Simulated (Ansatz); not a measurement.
One stationary structure of V. Method: PBE (plane waves to 420 eV, PAW, scalar-relativistic; Ansatz, an electronic-structure program).

```
CELL_PARAMETERS angstrom
     -1.49873     1.49873     1.49873
      1.49873    -1.49873     1.49873
      1.49873     1.49873    -1.49873
ATOMIC_POSITIONS crystal
  V  0.00000 0.00000 0.00000
```

Task: Determine the symmetry and give the standard cell with its independent sites.

Result: Space group Im-3m (No. 229); a = b = c = 2.997 Å, α = β = γ = 90.00°

| atom | site | symmetry | x | y | z |
|---|---|---|---|---|---|
| V | 2a | m-3m | 0.0000 | 0.0000 | 0.0000 |

This is the bcc (W type).

Task: Give the shortest distances between elements (the closest pairs, up to four, under 3.6 Å).

Result: V–V 2.60 Å.

```json
{
 "volume_per_atom": "13.47 Å³",
 "band_gap": "no gap (metallic)",
 "magnetic_moment": "zero (the starting moments vanished)"
}
```

No spin polarisation in the result: the starting moments vanished.

Measured for V: a 3.021 Å (static lattice; corrected from measurement; as listed in Daniel Mejia-Rodriguez, S. B. Trickey, Phys. Rev. B (2018)). Computed minus measured — a: PBE -0.8 %. The computed values are for a static lattice.

The run could not lose the symmetry of its start.
